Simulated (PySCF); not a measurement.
Members of the series nitrenes, diatomics and small unsaturated species; each row names its spin state. All species are isolated molecules in the gas phase. One relaxed conformer stands for each flexible species; it need not be the lowest. Strings in code marks are SMILES.

Level of theory: B3LYP-D3(BJ)/def2-TZVP run with PySCF. B3LYP has the VWN-RPA correlation part, as in Gaussian. 

| species | highest occupied spin orbital (eV) | dipole moment (D) |
|---|---|---|
| multiplicity 3 (`[NH]` (lower triplet)) | -9.29 | … |
| multiplicity 3 (`S=S` (lower triplet)) | … | 0.00 |
| multiplicity 3 (`[Si]=[SiH2]` (excited triplet)) | -5.25 | 1.02 |
| multiplicity 1 (`[C]=C=C` (lower singlet)) | – | … |
| multiplicity 3 (`[AlH]` (excited triplet)) | -3.94 | … |
| multiplicity 1 (`[GaH]` (lower singlet)) | – | 0.55 |
| multiplicity 1 (`[B]Cl` (lower singlet)) | – | 1.62 |
| multiplicity 3 (`C=S` (excited triplet)) | -5.03 | 0.56 |
| multiplicity 3 (`[SiH2]=O` (excited triplet)) | -6.26 | 1.62 |
| multiplicity 3 (`N=C` (excited triplet)) | -5.24 | 0.95 |
| multiplicity 1 (`BN` (lower singlet)) | – | 1.97 |
| multiplicity 3 (`[SiH+]` (excited triplet)) | -13.04 | – |

Complete the blanks.


- multiplicity 3 (`[NH]` (lower triplet)), dipole moment (D): 1.59
- multiplicity 3 (`S=S` (lower triplet)), highest occupied spin orbital (eV): -6.78
- multiplicity 1 (`[C]=C=C` (lower singlet)), dipole moment (D): 4.37
- multiplicity 3 (`[AlH]` (excited triplet)), dipole moment (D): 0.58
